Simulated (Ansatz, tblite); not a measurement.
4H SiC, band gap

Reference value: 3.26 eV (measured, temperature not stated, no zero-point or thermal correction; as tabulated in Deguchi et al. (2016), arXiv:1512.06930).

```json
[
 {"level (code)": "GFN1-xTB (tblite)", "value (eV)": "2.40", "cell (Å³/atom)": "11.30"},
 {"level (code)": "LDA (Ansatz)", "value (eV)": "2.15 (indirect)", "cell (Å³/atom)": "10.36"},
 {"level (code)": "PBE (Ansatz)", "value (eV)": "___", "cell (Å³/atom)": "10.36"},
 {"level (code)": "PBE-D3(BJ) (Ansatz)", "value (eV)": "2.23 (indirect)", "cell (Å³/atom)": "10.28"},
 {"level (code)": "r²SCAN+rVV10 (Ansatz)", "value (eV)": "2.56 (indirect)", "cell (Å³/atom)": "10.30"}
]
```

**Question.** Fill in the missing entries.

**Answer.** 
- PBE (Ansatz, an electronic-structure program), value (eV): 2.20 (indirect)

Differences against the reference: GFN1-xTB -0.86 eV, LDA -1.11 eV, PBE -1.06 eV, PBE-D3(BJ) -1.03 eV, r²SCAN+rVV10 -0.70 eV.

Leaving aside GFN1-xTB (doubt noted below): Of the ranked levels r²SCAN+rVV10 (-0.70 eV) comes nearest. Farthest off among them: LDA (-1.11 eV). All 4 levels lie below the reference.

Density-functional gaps are differences of (generalised) Kohn–Sham levels of a static lattice; semilocal ones lie below quasiparticle gaps as a rule. Measured gaps hold zero-point and thermal shifts unless a correction is named.  GFN1-xTB: the gap is read on the k mesh or supercell of the run alone and can be too large. GFN1-xTB: the method was fitted mainly to molecules. Values are at the level's own relaxed cell; LDA at the measured cell; PBE at the measured cell. Cutoffs differ between the levels. Ansatz's density-functional and Hartree–Fock values are scalar-relativistic unless marked +SOC, with PAW data made under PBE.

Differences are worked out from the printed values.
